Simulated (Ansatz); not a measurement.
Input for Ansatz (development build ahead of 0.2.0):

```yaml
crystal:
  periodic: [false, false, false]
  atoms:
    - { symbol: C, position_ang: [0.0, 0.0, 0.0] }
    - { symbol: H, position_ang: [0.0, 0.0, -1.047] }
    - { symbol: C, position_ang: [0.0, 0.0, 1.18049] }
basis:
  gaussian: { orbitals: STO-3G }
magnetization:
  initial_magnetization: 1
hamiltonian:
  xc: hf
correlation:
  method: ccsd_t
  frozen_orbitals: { C: 1, H: 0 }
```

The input is written out in the form of the current development build from the run's settings. Correlation on restricted open-shell orbitals is semicanonical, with singles.

Output:

* Converged: yes
* Reference energy: -75.17325 hartree
* CCSD correlation energy: -0.15520 hartree
* Triples correction: -0.00068 hartree
* Total energy: -75.32913 hartree
* Spin squared of the determinant: 0.750
